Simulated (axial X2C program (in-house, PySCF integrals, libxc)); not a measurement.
# ClAl⁺: EOM-IP-CCSD levels

Wanted for ClAl⁺: EOM-IP-CCSD levels, at the two-component level.

Method: two-component X2C with atomic mean-field terms, Cl dyall-av3z, Al dyall-v3z; program: an in-house X2C program for linear molecules on PySCF integrals.

All values are calculated.

### 1 Input

task.json reads:

```json
{
 "zs": [
  17,
  13
 ],
 "q": 1,
 "bas": [
  "dyall-av3z",
  "dyall-v3z"
 ],
 "r0": 2.25,
 "eom": "ip",
 "rq": 0,
 "thr": -2.0,
 "nmax": 95,
 "grid": [
  1,
  0.96,
  1.045,
  0.92,
  1.09,
  1.15
 ]
}
```

Keys: zs atomic numbers; q charge; bas basis sets; r0 starting distance in Å; eom kind of EOM run; thr threshold in hartree for freezing inner shells (an s shell follows its p shell); nmax most natural virtual spinors; grid distances as factors.

Launch:

```console
$ python soeom.py task.json out
```

Nuclei are Gaussian, cores are contracted, and the Gaunt term is on.

### 2 EOM-IP-CCSD at 2.159 Å

Reference: the closed shell ClAl; 10 electrons correlated, 94 virtual spinors; roots sought by Ω: 1/2: 4, 3/2: 3, 5/2: 1.

Output:

```text
two-component X2C + atomic mean field  HF
basis functions 111  fitting functions 616  grid points 4356
iter        total energy     max residual
   1       -703.250119027     6.70e-02
   2       -703.262650660     3.22e-03
   3       -703.263024899     8.14e-04
   4       -703.263063108     4.25e-04
   5       -703.263067959     8.79e-05
   6       -703.263068696     3.45e-05
   7       -703.263068736     5.80e-06
   8       -703.263068739     1.57e-06
   9       -703.263068739     2.73e-07
converged
one-electron -1082.89592391  Coulomb 371.46743664  exact exchange -45.89867908  xc functional 0.00000000  nuclear repulsion 54.16774600  atomic mean-field constant -0.10364839
correlated 10  virtual 168  natural virtual 94  E(MP2) -0.249466135  MP2 remainder -0.005491869
iter   CCSD correlation   residual
   1     -0.261403688   1.22e-01
   2     -0.269527085   4.98e-02
   3     -0.270252680   1.67e-02
   4     -0.270141454   5.34e-03
   5     -0.270150901   1.18e-03
   6     -0.270147408   3.70e-04
   7     -0.270146781   9.58e-05
   8     -0.270147802   2.90e-05
   9     -0.270147561   9.14e-06
  10     -0.270147497   2.84e-06
  11     -0.270147451   1.09e-06
  12     -0.270147445   4.36e-07
(T) -0.011298562  T1 0.0152  D1 0.0229  max T2 0.120
EOM-IP-CCSD roots
2*Omega      energy/Eh   energy/eV  one-particle weight
    1       0.34544587      9.4001      0.957
    1       0.43579453     11.8586      0.924
    1       0.51392180     13.9845      0.894
    1       0.56415576     15.3515      0.003
    3       0.43313586     11.7862      0.925
    3       0.56486335     15.3707      0.003
    3       0.62681694     17.0566      0.000
    5       0.63605299     17.3079      0.000
```

T1 in the output is the amplitude norm over the root of the electron number; divide by √2 for the Lee–Taylor value.

| Ω | vertical IE (eV) | above lowest (cm⁻¹) | spinor | weight |
| --- | --- | --- | --- | --- |
| 1/2 | 9.400 | 0 | 49% Al sσ, 25% Al pσ, 17% Cl pσ | 0.96 |
| 3/2 | 11.786 | 19250 | 90% Cl pπ | 0.92 |
| 1/2 | 11.859 | 19830 | 90% Cl pπ | 0.92 |
| 1/2 | 13.985 | 36980 | 72% Cl pσ, 20% Al sσ | 0.89 |

Wall time 3.7 s (1 thread of Arm Neoverse V2, shared host); peak memory 0.58 GiB.

### 3 EOM-IP-CCSD at 2.073 Å

| Ω | vertical IE (eV) | above lowest (cm⁻¹) | spinor | weight |
| --- | --- | --- | --- | --- |
| 1/2 | 9.234 | 0 | 49% Al sσ, 26% Al pσ, 15% Cl pσ | 0.96 |
| 3/2 | 12.145 | 23470 | 88% Cl pπ | 0.92 |
| 1/2 | 12.217 | 24050 | 88% Cl pπ | 0.92 |
| 1/2 | 14.323 | 41040 | 74% Cl pσ, 17% Al sσ | 0.90 |

It took 3.8 s on 1 thread of Arm Neoverse V2, shared host; peak memory 0.59 GiB.

### 4 EOM-IP-CCSD at 2.256 Å

| Ω | vertical IE (eV) | above lowest (cm⁻¹) | spinor | weight |
| --- | --- | --- | --- | --- |
| 1/2 | 9.566 | 0 | 47% Al sσ, 24% Al pσ, 21% Cl pσ | 0.96 |
| 3/2 | 11.404 | 14820 | 91% Cl pπ | 0.92 |
| 1/2 | 11.477 | 15410 | 91% Cl pπ | 0.92 |
| 1/2 | 13.624 | 32730 | 68% Cl pσ, 25% Al sσ | 0.89 |

Wall time 3.9 s (1 thread of Arm Neoverse V2, shared host); peak memory 0.59 GiB.

### 5 EOM-IP-CCSD at 1.986 Å

| Ω | vertical IE (eV) | above lowest (cm⁻¹) | spinor | weight |
| --- | --- | --- | --- | --- |
| 1/2 | 9.058 | 0 | 50% Al sσ, 27% Al pσ, 13% Cl pσ | 0.96 |
| 3/2 | 12.518 | 27910 | 86% Cl pπ | 0.92 |
| 1/2 | 12.590 | 28490 | 86% Cl pπ | 0.92 |
| 1/2 | 14.664 | 45220 | 76% Cl pσ, 15% Al sσ | 0.90 |

Wall time 3.9 s (1 thread of Arm Neoverse V2, shared host); peak memory 0.59 GiB.

### 6 EOM-IP-CCSD at 2.353 Å

| Ω | vertical IE (eV) | above lowest (cm⁻¹) | spinor | weight |
| --- | --- | --- | --- | --- |
| 1/2 | 9.701 | 0 | 44% Al sσ, 26% Cl pσ, 23% Al pσ | 0.95 |
| 3/2 | 11.045 | 10840 | 93% Cl pπ | 0.92 |
| 1/2 | 11.119 | 11430 | 93% Cl pπ | 0.92 |
| 1/2 | 13.299 | 29020 | 63% Cl pσ, 31% Al sσ | 0.89 |

Wall time 3.9 s (1 thread of Arm Neoverse V2, shared host); peak memory 0.59 GiB.

### 7 EOM-IP-CCSD at 2.483 Å

| Ω | vertical IE (eV) | above lowest (cm⁻¹) | spinor | weight |
| --- | --- | --- | --- | --- |
| 1/2 | 9.815 | 0 | 37% Al sσ, 35% Cl pσ, 21% Al pσ | 0.95 |
| 3/2 | 10.604 | 6360 | 94% Cl pπ | 0.92 |
| 1/2 | 10.678 | 6960 | 94% Cl pπ | 0.92 |
| 1/2 | 12.948 | 25270 | 54% Cl pσ, 41% Al sσ | 0.89 |

Run time: 4.1 s. Hardware: 1 thread of Arm Neoverse V2, shared host; peak memory 0.59 GiB.

### 8 Curves of the states

Energies in eV from the lowest point of the lowest state; states are followed by energy order within each Ω.

| R (Å) | (1)Ω=1/2 | (1)Ω=3/2 | (2)Ω=1/2 | (3)Ω=1/2 |
| --- | --- | --- | --- | --- |
| 1.986 | 0.0107 | 3.4711 | 3.5428 | 5.6170 |
| 2.073 | 0.0000 | 2.9102 | 2.9823 | 5.0883 |
| 2.159 | 0.1153 | 2.5015 | 2.5738 | 4.6998 |
| 2.256 | 0.3357 | 2.1736 | 2.2464 | 4.3932 |
| 2.353 | 0.6022 | 1.9465 | 2.0198 | 4.2002 |
| 2.483 | 0.9628 | 1.7517 | 1.8262 | 4.0957 |

Constants where the minimum is well bracketed (masses 34.969 and 26.982 u):

| state | Te (cm⁻¹) | Re (Å) | ωe (cm⁻¹) |
| --- | --- | --- | --- |
| (1)Ω=1/2 | 0 | 2.034 | 599 |

### 9 Outcome

```
                     quantity                             value
       lowest root at 2.159 Å                 Ω = 1/2, 9.400 eV
next root led by one particle  Ω = 3/2, about 19250 cm⁻¹ higher
          T1 of the reference                             0.011
      lowest state, Re and ωe                 2.034 Å, 599 cm⁻¹
```

In words: Removing an electron from the reference determinant of ClAl costs 9.40 eV and empties a spinor of 49% Al sσ, 25% Al pσ, 17% Cl pσ. Errors of 0.1 to 0.3 eV are usual at this size, and roots led by higher excitations are left out, so the list is incomplete, and low states of that kind can be missing. The bond is 0.122 Å shorter than in the closed-shell reference at CCSD (2.156 Å).
